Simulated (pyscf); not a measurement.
Elementary routes open to CH₄ (SMILES C) + O (SMILES [O]) [triplet] in the gas phase (triplet surface):
A. H₃C–O• (SMILES C[O]) + H• (SMILES [H]) (C–H broken; C–O formed)
B. CH₃• (SMILES [CH3]) + OH• (SMILES [OH]) (C–H broken; H–O formed)

Structures and frequencies: ωB97X-D3(BJ)/def2-SVP in PySCF. MP2 and CC: frozen core, UHF for open shells. ΔMP2 is the change of the MP2 total energy from the triple- to the quadruple-zeta basis.

Question: Rank the routes by free-energy barrier at 600 K, lowest first, for CCSD(T)/def2-TZVPP + ΔMP2(QZVPP) energies (ideal gas, 1 atm, RRHO with modes under 100 cm⁻¹ raised to 100, one conformer, R ln 2 for rigid chiral ones).

Answer: B (0.97 eV), A (2.56 eV)

Route B is the fastest of these, ahead of the next by 1.60 eV. The most stable products are those of B (ΔG = -0.11 eV), so kinetics and thermodynamics agree. At 1200 K B is still the fastest. Only these routes are compared; each barrier is that of the saddle found, and lower ones may exist. The CCSD(T) − MP2 part came from Ansatz, without density fitting, on the same reference. A UHF reference is spin-contaminated (<S²> up to 2.12), which harms MP2 most. Left out: orbital degeneracy and the spin-orbit lowering of OH, O. The orbital near-degeneracy of the XH₃O or XH₃S radical is left out.
